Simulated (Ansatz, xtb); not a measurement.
**Ranking isomers of C5H12O**

4 gas-phase structures of C5H12O, from a drawn sample of its isomers (lower ones may exist). Each was relaxed with GFN2-xTB; where two conformers were screened, the lower at r2SCAN-D4/def2-SVP is listed:

A. `CCCCOC`, a singlet
B. `COCC(C)C`, a singlet
C. `CC[C@@H](C)OC`, a singlet
D. `COC(C)(C)C`, a singlet

Task: Which do you expect lowest at r2SCAN-D4/def2-SVP, and how would the others follow?

Result: Calculated order at r2SCAN-D4/def2-SVP: D (0.0), C (5.6), B (11.5), A (17.1) kJ/mol.

Energies above the lowest of each column, in kJ/mol; the last columns are at PBE-D3(BJ)/def2-SVP geometries:

```json
{"structure": "D", "GFN2-xTB": "0.0", "HF/STO-3G": "2.1", "r2SCAN-D4/def2-SVP": "0.0", "PBE-D3(BJ)/def2-SVP": "0.0", "CCSD(T)/def2-SVP + ΔMP2/def2-TZVPP": "0.0"}
{"structure": "C", "GFN2-xTB": "8.5", "HF/STO-3G": "0.0", "r2SCAN-D4/def2-SVP": "5.6", "PBE-D3(BJ)/def2-SVP": "2.2", "CCSD(T)/def2-SVP + ΔMP2/def2-TZVPP": "9.1"}
{"structure": "B", "GFN2-xTB": "9.7", "HF/STO-3G": "1.4", "r2SCAN-D4/def2-SVP": "11.5", "PBE-D3(BJ)/def2-SVP": "8.0", "CCSD(T)/def2-SVP + ΔMP2/def2-TZVPP": "13.6"}
{"structure": "A", "GFN2-xTB": "15.6", "HF/STO-3G": "2.2", "r2SCAN-D4/def2-SVP": "17.1", "PBE-D3(BJ)/def2-SVP": "12.2", "CCSD(T)/def2-SVP + ΔMP2/def2-TZVPP": "20.5"}
```

CCSD(T)/def2-SVP + ΔMP2/def2-TZVPP puts D lowest; HF/STO-3G picks C. Flexible structures stand in one conformer each, not always the lowest. ΔMP2 is the change of the MP2 energy from the smaller to the larger basis.

Over these structures GFN2-xTB departs from r2SCAN-D4/def2-SVP by 1.5 kJ/mol on average once a common shift is removed. A GFN2-xTB relaxation took about 0.12 s and the r2SCAN-D4/def2-SVP energy about 2.7 s on a shared host (Ansatz 0.2.0, xtb 6.7.1).
